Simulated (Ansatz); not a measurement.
methylamine (SMILES CN) moved off its minimum; all values from Ansatz (a first-principles code), cores frozen in correlated methods.
(charge 0, multiplicity 1)
```xyz
7

C     -0.5839     0.0283     0.1847
N      0.6146    -0.1347    -0.2750
H     -1.1717    -0.6511    -0.4796
H     -0.9112     1.2138    -0.1595
H     -0.9420     0.0239     1.1719
H      1.0357    -1.0149     0.0033
H      1.2028     0.4813     0.4160
```

| level | largest force (eV/Å) | on atom | rms difference from CCSD(T)/aug-cc-pVTZ (eV/Å) | dipole (D) |
|---|---|---|---|---|
| HF/def2-TZVPP | 11.12 | N2 | 0.463 | 1.81 |
| PBE/def2-TZVPP | 9.43 | N2 | 0.324 | 1.59 |
| r2SCAN/def2-TZVPP | 9.70 | N2 | 0.234 | 1.64 |
| B3LYP/def2-TZVPP | 9.78 | N2 | 0.210 | 1.65 |
| wB97M-V/def2-TZVPP | 10.07 | N2 | 0.130 | 1.67 |
| MP2/aug-cc-pVTZ | 10.25 | N2 | 0.093 | 1.64 |
| CCSD(T)/aug-cc-pVTZ | 10.29 | N2 | 0.000 | 1.63 |

The differences count from one level among others, with limits of its own. Forces at CCSD(T)/aug-cc-pVTZ (eV/Å):

| atom | Fx | Fy | Fz |
|---|---|---|---|
| C1 | -9.144 | 3.635 | -2.535 |
| N2 | 10.137 | 1.033 | 1.457 |
| H3 | -0.899 | 0.555 | 0.907 |
| H4 | 0.333 | -2.986 | 0.736 |
| H5 | 0.191 | -0.666 | 1.892 |
| H6 | -0.244 | -0.691 | -0.368 |
| H7 | -0.373 | -0.880 | -2.087 |
